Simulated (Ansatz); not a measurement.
**PBE against other levels and measurement: fcc Ag**

Programs: Ansatz (a first-principles code).

Problem. For which of these properties of fcc Ag does PBE miss the measurement, in which direction and by how much: lattice constant a, bulk modulus, cohesive energy, elastic constant C11, elastic constant C44?

Solution. PBE is well off the measurement for the lattice constant a (+2.09 %); bulk modulus (-16.8 %); cohesive energy (-0.44 eV/atom); elastic constant C11 (-15.3 %); elastic constant C44 (-17.4 %).

```json
[
 {"property": "lattice parameter a (Å)", "PBE": "4.147", "LDA": "4.001", "HSE06": "4.140", "reference": "4.062", "PBE less reference": "+2.09 %"},
 {"property": "bulk modulus B0 (GPa)", "PBE": "91.5", "LDA": "139", "HSE06": "86.5", "reference": "110", "PBE less reference": "-16.8 %"},
 {"property": "cohesive energy (eV/atom)", "PBE": "2.53", "LDA": "3.64", "HSE06": "2.38", "reference": "2.97", "PBE less reference": "-0.44 eV/atom"},
 {"property": "elastic constant C11 (GPa)", "PBE": "111", "LDA": "169", "HSE06": "103", "reference": "131", "PBE less reference": "-15.3 %"},
 {"property": "elastic constant C44 (GPa)", "PBE": "42.2", "LDA": "61.9", "HSE06": "43.0", "reference": "51.1", "PBE less reference": "-17.4 %"},
 {"property": "Voigt–Reuss–Hill shear modulus (GPa)", "PBE": "27.9", "LDA": "41.3", "HSE06": "26.2", "reference": "–", "PBE less reference": "–"}
]
```

Where no measured value is used, PBE differs from HSE06 by +6.5 % in the Voigt–Reuss–Hill shear modulus.

Low-temperature values still hold zero-point motion unless their source removed it.

Called well off clearly beyond 0.50 % for the lattice constant a, 11.3 % for the bulk modulus, 0.20 eV/atom for the cohesive energy, 10.0 % for the elastic constant C11, 10.0 % for the elastic constant C44 (bounds picked here from the quality of each reference).

The references are measured values: lattice constant a corrected to a static lattice, bulk modulus corrected to a static lattice, cohesive energy corrected to a static lattice, elastic constant C11 low temperature, elastic constant C44 low temperature.

Unless a row names a cell, each level is at its own relaxed cell.

Caveats: hybrids on metals are sensitive to the k mesh (HSE06). Ansatz's density-functional and Hartree–Fock values are scalar-relativistic unless marked +SOC, with PAW data made under PBE.

References as tabulated in Li et al. (2021), arXiv:2102.01972; Mejia-Rodriguez and Trickey (2018), arXiv:1807.09216; Levämäki et al. (2014), arXiv:1402.3671; Csonka et al. (2009), arXiv:0903.4037.
